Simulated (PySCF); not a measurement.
C3H2ClPS.
SMILES with atom numbers: `[Cl:1][c:2]1[cH:3][p:4][cH:5][s:6]1` (hydrogens: H7 on C3; H8 on C5)

The closed-shell ground state was solved at several levels (PySCF, density fitting, gas phase, non-relativistic). Isolated species at its PBE0-D3(BJ)/def2-SVP geometry, gas phase.

| level | basis functions | total energy (Eh) | HOMO (eV) | LUMO (eV) | gap (eV) | dipole (D) |
| --- | --- | --- | --- | --- | --- | --- |
| B3LYP/def2-SVPD | 154 | -1314.8457 | -6.80 | -1.84 | 4.96 | 0.59 |
| B97-2/pcSseg-2 | 265 | -1315.3885 | -6.77 | -1.72 | 5.05 | 0.60 |

Question: What might PBE0/pcSseg-1 (133 basis functions) give for the same quantities?

Answer: Total energy -1314.6236 Eh, HOMO -7.08 eV, LUMO -1.68 eV, gap 5.40 eV, dipole 0.63 D.

Question: Over all these levels, which gives the widest orbital gap and which the narrowest?

Answer: PBE0/pcSseg-1 (global hybrid, 25 % exact exchange) has the widest, 5.40 eV, and B3LYP/def2-SVPD (global hybrid, 20 % exact exchange) the narrowest, 4.96 eV. Functional and basis both differ between the two, so the spread mixes both effects.

Question: How far do the dipole and the HOMO energy spread over the levels?

Answer: The dipole runs from 0.59 to 0.63 D (mean 0.61 D) and the HOMO from -7.08 to -6.77 eV.
